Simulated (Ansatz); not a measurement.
C3H7NO (`C/N=C/OC`), relaxed with RKS PBE0-D4/def2-TZVP in Ansatz from a PBE-D4/def2-SVP geometry. The force threshold is 0.005 eV/Å; the program also tests the step.

Charge 0, multiplicity 1.

Start:

```xyz
12

C     0.000    0.334   -2.020
N    -0.127   -0.064   -0.640
C     0.493    0.611    0.245
O     0.449    0.339    1.562
C    -0.351   -0.783    1.937
H    -1.001    0.560   -2.447
H     0.409   -0.505   -2.625
H     0.654    1.225   -2.190
H     1.144    1.498    0.059
H    -0.264   -0.871    3.036
H     0.005   -1.711    1.442
H    -1.410   -0.632    1.640
```

Q: By how much does the energy fall, and how many steps does the optimiser take? (Best estimate.)

A: Computed: 0.06 eV, in 7 steps, 1 of them rejected.

Q: Which bonds change most? (Best estimate.)

A: The calculation gave: C3–H9 from 1.116 to 1.095 Å; C1–H8 from 1.119 to 1.100 Å; C1–H7 from 1.112 to 1.093 Å; C1–H6 from 1.112 to 1.093 Å.

Q: Give the relaxed structure. (Best estimate.)

A: Computed: 
```xyz
12

C     0.002    0.337   -2.008
N    -0.135   -0.071   -0.635
C     0.481    0.595    0.233
O     0.447    0.332    1.540
C    -0.349   -0.780    1.923
H    -0.982    0.569   -2.423
H     0.409   -0.488   -2.599
H     0.651    1.214   -2.147
H     1.117    1.464    0.035
H    -0.264   -0.849    3.005
H     0.013   -1.694    1.449
H    -1.390   -0.629    1.627
```
